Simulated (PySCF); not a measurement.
## Ar: ionisation energy

Ar [Ar] (1S) → Ar⁺ [Ne] 3s2 3p5 (2P), as a difference of total energies. Calculation: PySCF 2.14, in x2c-TZVPPall with one added diffuse shell each of s, p, d type (6s6p4d1f, 51 functions); the spin-free X2C one-electron Hamiltonian (Gaussian nucleus). Correlated levels: valence and next inner shell: 1s2 frozen. The calculations carry no spin-orbit coupling.

Order these methods by the ionisation energy they give, lowest first.
A. CCSD(T) (valence and next inner shell)
B. SCS-MP2 (valence and next inner shell)
C. UHF
D. MP2 (valence and next inner shell)

C (14.553 eV), A (15.567 eV), B (15.604 eV), D (15.714 eV).

Errors of the correlated levels include the incompleteness of this basis and the frozen core.

For comparison: 15.819 eV (measured; NIST levels, between the centres of gravity of the two terms).
